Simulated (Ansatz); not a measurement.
Reaction (SMILES): OO (H2O2) → [O]O (O-OH) + H atom
B3LYP-D3(BJ)/def2-TZVP geometries, fixed; electronic energies without zero-point terms.

Basis-set convergence of the bond dissociation energy at PBE with Ansatz (a quantum-chemistry and plane-wave program). Cartesian d functions, on some or all atoms, in 6-31G*, 6-31+G*; all else is spherical. The program fits the integrals of some runs and decomposes those of others, by size. Open shells are unrestricted. No added dispersion term, no relativity. Functions are those of the species that has most. Reference: the value in aug-pcseg-3, 87.06 kcal/mol, itself unsure by roughly 0.04 kcal/mol (its mean distance from aug-cc-pVQZ, cc-pV5Z, def2-QZVPPD). Deviations are taken from unrounded values.

```csv
basis,functions,bond dissociation energy (kcal/mol),minus reference (kcal/mol)
STO-3G,12,84.65,-2.41
pcseg-0,22,82.15,-4.91
def2-SV(P),32,77.26,-9.80
6-31G*,34,81.45,-5.61
cc-pVDZ,38,81.88,-5.17
def2-SVP,38,82.90,-4.16
pcseg-1,38,83.97,-3.09
6-31+G*,42,83.79,-3.27
6-311+G**,56,86.78,-0.28
def2-SVPD,62,87.17,0.11
aug-cc-pVDZ,64,85.97,-1.08
aug-pcseg-1,64,86.31,-0.74
def2-TZVPP,90,86.56,-0.50
aug-cc-pVTZ,138,87.09,0.03
def2-QZVPP,174,86.95,-0.11
pcseg-3,186,87.08,0.02
def2-QZVPPD,198,87.04,-0.02
aug-pcseg-3,268,87.06,0.00
```
